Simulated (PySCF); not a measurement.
Core-level binding energies of `CC#CC#P`

C₄H₃P.
Bonds: C1–C2, C2–C3 (triple), C3–C4, C4–P5 (triple). Hydrogens: H6, H7, H8 on C1.

Theory: delta-SCF UKS SCAN, pcX-2 on the ionised atom, pcseg-1 elsewhere, spin-free X2C (PySCF 2.14.0). Binding energies are ΔSCF values: E(core-ionised, relaxed orbitals) − E(ground state) at a fixed geometry, referred to the vacuum level.

Question: List the computed XPS lines with their assignment.

Answer: 
```tsv
atom(s)	bonded to	level	binding energy (eV)	2p1/2 (eV)	above the level's lowest (eV)	count
P5	C (triple bond)	P 1s	2149.48	–	0.00	1
C1	C and 3 H	C 1s	291.85	–	+1.18	1
C3	C (triple bond) and C	C 1s	290.67	–	0.00	1
P5	C (triple bond)	P 2p3/2	136.01	136.89	0.00	1
```

The listed C 1s values span 1.18 eV, from C3 (bonded to C (triple bond) and C) to C1 (bonded to C and 3 H).

Question: Which photon energy gives electrons from C 1s of C3 a kinetic energy of 20 eV, and what is their de Broglie wavelength?

Answer: hν = 290.67 + 20 = 310.67 eV, recoil neglected; λ = 12.264 Å/√(E/eV) = 2.74 Å.

Question: Give the binding energy of C 1s of C3 in hartree and in kJ/mol.

Answer: 290.67 eV = 10.6819 Eh = 28045 kJ/mol.

The list is incomplete; no value stands for C 1s of C2, C4 (hole states with ⟨S²⟩ of 1 or more are left out). Spin contamination (⟨S²⟩ against 0.75 for a pure doublet) is marked for C 1s of C3 (1.00), which makes this value less certain. Spin–orbit and ligand-field terms were added within each 2p shell after the spin-free SCF. 2p1/2 minus 2p3/2 (ligand field included): P 0.89 eV. Isolated species at its GFN2-xTB geometry, gas phase.
